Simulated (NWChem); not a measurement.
System: CH₆Si; SMILES C[SiH3]

Here is an NWChem input.

```
start job
memory heap 200 mb stack 900 mb global 1100 mb
geometry units angstroms
  Si     0.000000     0.000000     0.621832
  C      0.000000     0.000000    -1.259299
  H     -1.056900    -0.917476     1.150952
  H     -0.266108     1.374040     1.150952
  H      1.323008    -0.456564     1.150952
  H      0.195647    -1.010095    -1.650223
  H      0.776944     0.674483    -1.650223
  H     -0.972591     0.335612    -1.650223
end
basis spherical
  * library sto-3g
end
dft
  xc hfexch
  iterations 150
end
driver
  maxiter 120
end
task dft optimize
task dft freq
```

Parts of the log:

```
             Northwest Computational Chemistry Package (NWChem) 7.3.0
             --------------------------------------------------------

 C3V symmetry detected

                             Geometry "geometry" -> ""
                             -------------------------

 Output coordinates in angstroms (scale by  1.889725989 to convert to a.u.)

  No.       Tag          Charge          X              Y              Z
 ---- ---------------- ---------- -------------- -------------- --------------
    1 Si                  14.0000    -0.00000000    -0.00000000     0.63521504
    2 C                    6.0000     0.00000000     0.00000000    -1.24591596
    3 H                    1.0000     0.98964641     0.98964641     1.16433504
    4 H                    1.0000     0.36223573    -1.35188213     1.16433504
    5 H                    1.0000    -1.35188213     0.36223573     1.16433504
    6 H                    1.0000    -0.26629061     0.99381010    -1.63683996
    7 H                    1.0000    -0.72751949    -0.72751949    -1.63683996
    8 H                    1.0000     0.99381010    -0.26629061    -1.63683996

 Effective nuclear repulsion energy (a.u.)      62.4750524354

      Symmetry information
      --------------------

 Group name             C3v
 Group number             17
 Group order               6
 No. of unique centers     4

                                Z-matrix (autoz)
                                --------

 Units are Angstrom for bonds and degrees for angles

[...]

      ----------------------
      Optimization converged
      ----------------------

  Step       Energy      Delta E   Gmax     Grms     Xrms     Xmax
  ---- ---------------- -------- -------- -------- -------- --------
@    4    -326.51180850 -1.3D-07  0.00005  0.00001  0.00018  0.00051
                                     ok       ok       ok       ok

                                Z-matrix (autoz)
                                --------

 Units are Angstrom for bonds and degrees for angles

[...]

 Rotational Constants
 --------------------
 A=   1.990664 cm-1  (  2.864058 K)
 B=   0.372485 cm-1  (  0.535911 K)
 C=   0.372485 cm-1  (  0.535911 K)

 Temperature                      =   298.15K
 frequency scaling parameter      =   1.0000

 Zero-Point correction to Energy  =   47.939 kcal/mol  (  0.076395 au)
 Thermal correction to Energy     =   50.319 kcal/mol  (  0.080188 au)
 Thermal correction to Enthalpy   =   50.911 kcal/mol  (  0.081132 au)

 Total Entropy                    =   59.740 cal/mol-K
   - Translational                =   37.388 cal/mol-K (mol. weight =  46.0239)
   - Rotational                   =   19.104 cal/mol-K (symmetry #  =        3)
   - Vibrational                  =    3.248 cal/mol-K

 Cv (constant volume heat capacity) =   11.195 cal/mol-K
   - Translational                  =    2.979 cal/mol-K
   - Rotational                     =    2.979 cal/mol-K
   - Vibrational                    =    5.237 cal/mol-K

[normal modes left out]

 ----------------------------------------------------------------------------
 Normal Eigenvalue ||           Projected Infra Red Intensities
  Mode   [cm**-1]  || [atomic units] [(debye/angs)**2] [(KM/mol)] [arbitrary]
 ------ ---------- || -------------- ----------------- ---------- -----------
    1       -0.000 ||    0.000003           0.000         0.003       0.001
    2       -0.000 ||    0.000000           0.000         0.000       0.000
    3        0.000 ||    0.000002           0.000         0.002       0.001
    4        0.000 ||    0.000000           0.000         0.000       0.000
    5        0.000 ||    0.000002           0.000         0.002       0.001
    6        0.000 ||    0.000003           0.000         0.003       0.001
    7      189.171 ||    0.000000           0.000         0.000       0.000
    8      696.617 ||    0.024798           0.572        24.174       7.774
    9      696.617 ||    0.024798           0.572        24.174       7.774
   10      869.664 ||    0.000380           0.009         0.370       0.119
   11     1123.274 ||    0.076201           1.758        74.284      23.888
   12     1123.274 ||    0.076201           1.758        74.284      23.888
   13     1194.041 ||    0.343259           7.919       334.626     107.608
   14     1241.710 ||    0.073978           1.707        72.118      23.192
   15     1241.710 ||    0.073978           1.707        72.118      23.192
   16     1683.692 ||    0.001625           0.037         1.584       0.509
   17     1853.160 ||    0.000688           0.016         0.671       0.216
   18     1853.160 ||    0.000688           0.016         0.671       0.216
   19     2870.810 ||    0.011491           0.265        11.202       3.602
   20     2919.089 ||    0.027578           0.636        26.884       8.645
   21     2919.089 ||    0.027578           0.636        26.884       8.645
   22     3569.830 ||    0.000245           0.006         0.239       0.077
   23     3752.329 ||    0.001039           0.024         1.013       0.326
   24     3752.329 ||    0.001039           0.024         1.013       0.326
 ----------------------------------------------------------------------------
```

Level: Hartree-Fock/STO-3G.
